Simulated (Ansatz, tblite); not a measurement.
Cost and result up the ladder for the cluster Na3H3 (6 atoms). Total charge 0; singlet. Geometry: PBE0-D4/def2-TZVP.

```xyz
6

Na   -1.116    1.392    0.824
Na   -0.407   -0.640   -1.812
Na    1.523   -0.752    0.989
H    -1.657    0.817   -1.075
H     1.219   -1.507   -0.899
H     0.438    0.691    1.973
```

Ansatz on 4 threads of Arm Neoverse V2 on a shared host; xTB runs through tblite on one thread. Times are rough, summed over both states, and most runs start from the orbitals of an earlier one. CCSD(T)/def2-TZVPP serves as the yardstick here, not as an exact answer. The other state is a triplet at its own geometry, which has other bonds, so the gap mixes isomer and spin.

The xTB rows come from tblite. B3LYP takes the VWN-RPA correlation. HSE06 is defined as in plane-wave codes, on full-range PBE exchange. Correlated methods freeze 3 core orbitals; core or outer-core shells of Na are correlated, in sets that lack core-valence functions. In the triplet geometry the species has come apart into loosely held pieces. In the triplet, H4 and H6 lie 0.75 Å apart (atoms count from 1), so H2 has formed as a molecule. The structure comes from a short search, and lower isomers may exist.

Correlated methods converge slowly with the basis.

xTB has no spin-polarisation term.

```tsv
level	functions	wall time
GFN1-xTB	18	0.004 s
GFN2-xTB	15	0.004 s
MP2/def2-TZVP	114	1.3 s
PBE-D4/def2-TZVP	114	2.4 s
B3LYP-D4/def2-TZVP	114	2.9 s
BHLYP-D4/def2-TZVP	114	2.9 s
HSE06-D4/def2-TZVP	114	3.1 s
RPA@PBE/def2-TZVP	114	3.7 s
PBE0-D4/def2-TZVP (with forces)	114	4.5 s
r2SCAN-D4/def2-TZVP	114	5.3 s
r2SCAN0-D4/def2-TZVP	114	5.6 s
ωB97M-V/def2-TZVP	114	11 s
CCSD(T)/def2-TZVPP	138	85 s
```

Question: Estimate what each level gives for the triplet − singlet (eV).

Answer: 
```json
{"level": "GFN1-xTB", "triplet − singlet (eV)": "5.85", "difference from CCSD(T)/def2-TZVPP (eV)": "4.29"}
{"level": "GFN2-xTB", "triplet − singlet (eV)": "3.69", "difference from CCSD(T)/def2-TZVPP (eV)": "2.13"}
{"level": "MP2/def2-TZVP", "triplet − singlet (eV)": "1.32", "difference from CCSD(T)/def2-TZVPP (eV)": "-0.23"}
{"level": "PBE-D4/def2-TZVP", "triplet − singlet (eV)": "1.18", "difference from CCSD(T)/def2-TZVPP (eV)": "-0.38"}
{"level": "B3LYP-D4/def2-TZVP", "triplet − singlet (eV)": "1.42", "difference from CCSD(T)/def2-TZVPP (eV)": "-0.14"}
{"level": "BHLYP-D4/def2-TZVP", "triplet − singlet (eV)": "1.52", "difference from CCSD(T)/def2-TZVPP (eV)": "-0.04"}
{"level": "HSE06-D4/def2-TZVP", "triplet − singlet (eV)": "1.23", "difference from CCSD(T)/def2-TZVPP (eV)": "-0.33"}
{"level": "RPA@PBE/def2-TZVP", "triplet − singlet (eV)": "1.21", "difference from CCSD(T)/def2-TZVPP (eV)": "-0.35"}
{"level": "PBE0-D4/def2-TZVP (with forces)", "triplet − singlet (eV)": "1.26", "difference from CCSD(T)/def2-TZVPP (eV)": "-0.30"}
{"level": "r2SCAN-D4/def2-TZVP", "triplet − singlet (eV)": "1.38", "difference from CCSD(T)/def2-TZVPP (eV)": "-0.18"}
{"level": "r2SCAN0-D4/def2-TZVP", "triplet − singlet (eV)": "1.40", "difference from CCSD(T)/def2-TZVPP (eV)": "-0.16"}
{"level": "ωB97M-V/def2-TZVP", "triplet − singlet (eV)": "2.04", "difference from CCSD(T)/def2-TZVPP (eV)": "0.48"}
{"level": "CCSD(T)/def2-TZVPP", "triplet − singlet (eV)": "1.56", "difference from CCSD(T)/def2-TZVPP (eV)": "0.00"}
```
